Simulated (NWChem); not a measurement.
# Extrapolating the UMP2 correlation energy of nitric oxide (NO)

```
N
O 1 1.1424
```
Charge 0, spin multiplicity 2.

Program: NWChem. The geometry was optimised at UPBE0/def2-SVP, a minimum by its harmonic frequencies.

The correlated methods keep 2 core orbitals frozen. The unpaired electrons of the parent sit in orbitals of symmetry b2 (C2v labels of the run); other states weren't searched. No SCF solution was tested for a lower state. Open-shell Hartree-Fock references start from PBE0 orbitals; any time given for them includes that run.

Worked example. The UMP2 correlation energy is -395.67 mHa in cc-pVTZ and -425.15 mHa in cc-pVQZ. The form E(X) = E∞ + A/X³ turns the pair into an estimate of the basis-set limit.

E∞ = (4³·(-425.15) − 3³·(-395.67))/(4³ − 3³) = -446.7 mHa. The larger basis holds 95 % of that, at about 6 times the processor time of the smaller one. This is a two-point estimate.
